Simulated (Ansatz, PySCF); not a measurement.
Species: NH3 (charge +1, doublet). 
Geometry from a B3LYP-D3(BJ)/def2-TZVP (Ansatz, an electronic-structure program) optimisation:
```
N
H 1 1.0255
H 1 1.0255 2 120.00
H 1 1.0255 2 120.00 3 -180.00
```
Charge +1, spin multiplicity 2.

Total electronic energies in hartree. Cores are frozen in the correlated levels unless marked. UHF or UKS for open shells. No spin-orbit coupling. No relativistic terms. Basis-set limits of correlation are two-point, X^-3; Hartree-Fock from the larger set. [CCSD(T)-MP2]/basis is that difference in the basis named.

| level | program | energy (Eh) |
|---|---|---|
| HF/6-31G* | Ansatz | -55.87280 |
| HF/def2-QZVPPD | Ansatz | -55.90763 |
| M06-L-D4/def2-TZVPD | PySCF + dftd4 | ? |
| PBE0-D4/def2-TZVP | Ansatz + dftd4 | -56.14539 |
| PBE0/def2-TZVP | Ansatz | -56.14521 |
| M06-2X/def2-TZVPD | PySCF | -56.17547 |
| B2GP-PLYP-D4/def2-TZVPD | Ansatz + dftd4 | -56.15155 |
| B2PLYP-D4/def2-TZVPD | Ansatz + dftd4 | -56.16229 |
| MP2/def2-SVP | Ansatz | -55.98039 |
| MP2/def2-QZVPPD | Ansatz | -56.09843 |
| RI-MP2/CBS(aug-cc-pVTZ,aug-cc-pVQZ) | Ansatz | -56.1074 |
| CCSD/CBS(cc-pVTZ,cc-pVQZ) | Ansatz | -56.1228 |
| RI-MP2/CBS(aug-cc-pVTZ,aug-cc-pVQZ)+[CCSD(T)-MP2]/aug-cc-pVDZ | Ansatz | -56.1312 |
| RI-MP2/CBS(def2-TZVPPD,def2-QZVPPD)+[CCSD(T)-MP2]/def2-TZVPPD | Ansatz | -56.1314 |
| CCSD(T)/CBS(aug-cc-pVTZ,aug-cc-pVQZ) | Ansatz | -56.1283 |

Problem. What belongs in the gaps?

Solution. 
- M06-L-D4/def2-TZVPD, energy (Eh): -56.20351
